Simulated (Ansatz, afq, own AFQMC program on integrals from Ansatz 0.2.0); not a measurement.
Integrals from Ansatz 0.2.0, then the random walk in our own AFQMC program (afq).

```yaml
crystal:
  periodic: [false, false, false]
  atoms:
    - {symbol: Ge, position_ang: [0.001626, 0.002937, -0.002944]}
    - {symbol: H, position_ang: [0.562929, 1.036862, 1.029647]}
    - {symbol: H, position_ang: [-0.691888, -1.250178, 1.253147]}
    - {symbol: H, position_ang: [-0.557598, 1.033754, -1.039762]}
    - {symbol: H, position_ang: [0.569409, -1.032116, -1.030852]}
basis:
  gaussian: {orbitals: cc-pVDZ}
total_charge: 1
magnetization: {spin_polarized: true, initial_magnetization: 1}
correlation: {method: ccsd_t, electrons: outside_noble_gas, hamiltonian_folder: ham}
```

```sh
$ ansatz run in.yaml --threads 1 --pin off --events-out ev --progress --plain --max-ram 1382MiB
```

Options of the walk:

```
--method phaseless --trial mp1 --walkers 80 --populations 1 --least-time 40 --time-step 0.02 --steps-per-block 25 --equilibration-blocks 20 --max-blocks 120 --target-error 0.00064 --factor-cut 1e-06 --start determinant --seed 7530 --taylor-order 8
```

Times are imaginary, in 1/Eh. The walk had a cap of 276 s. Filled inner d shells are frozen with the cores.

```
orbitals 33  electrons 4 3  factors 303 of 498
reference energy -2077.22640503 Eh
CCSD correlation -0.12181587 Eh in 15 cycles, weight of the determinant in the CISD state 0.8792
energy of the start -2077.316699 Eh
 block  time / (1/Eh)  mean weight  energy / Eh
     1     0.500  1.0013  -2077.330086
     2     1.000  1.0003  -2077.336219
     3     1.500  0.9971  -2077.339542
     4     2.000  1.0024  -2077.341428
     5     2.500  0.9996  -2077.345898
    10     5.000  0.9976  -2077.347535
    19     9.500  1.0006  -2077.351342
    25    12.500  0.9958  -2077.347670
    29    14.500  1.0011  -2077.354589
    39    19.500  0.9982  -2077.355134
    49    24.500  1.0067  -2077.351698
    59    29.500  0.9972  -2077.358916
    61    30.500  1.0010  -2077.360527
    69    34.500  1.0000  -2077.351647
    79    39.500  0.9965  -2077.355505
    89    44.500  0.9981  -2077.354852
    99    49.500  0.9991  -2077.353374
blocks merged  error / Eh  count
     1  0.000345  80
     2  0.000436  40
     4  0.000474  20
     8  0.000583  10
energy -2077.355370 +/- 0.000474 Eh
(rows thinned)
```

**Question.** Estimate how long the walk took on 1 thread of Intel(R) Xeon(R) 6975P-C (Granite Rapids), on a shared host.

**Answer.** 33 s of wall time.

The run passed its tests (sampling time, drift between the halves within three errors, error under three times the target), which doesn't prove that it has relaxed.

Against this walk (error 12.9 meV) on the same determinant: CCSD(T) 109.5 meV higher, CCSDT(Q) 70.8 meV higher, a separate phaseless walk with a CISD trial and standard settings 74.3 ± 15.3 meV higher. The error is statistical and leaves out the bias of the constraint. CCSDT(Q) is the surest value here, so the walk's 71 meV below it is most likely the bias of the constraint with this trial, which can have either sign, or comes from the drawn settings.

Cautions: constraint bias not in the error; no relativity below Rb; no spin-orbit coupling; inner d shell frozen; higher spins were not checked; raised T1 diagnostic (T1 0.050, weight of the determinant 0.88, largest double 0.09); the bias of populations of 80 walkers isn't removed; the time-step error isn't removed.

CCSDT and higher add their correlation energy to the determinant of the CCSD(T) run, since their own runs factorise the integrals more tightly (a shift of under 2 meV). A walk keeps the symmetry of its determinant, which the program's search chose and which needn't be the lowest solution, so a lower state of the same spin and another symmetry isn't excluded.
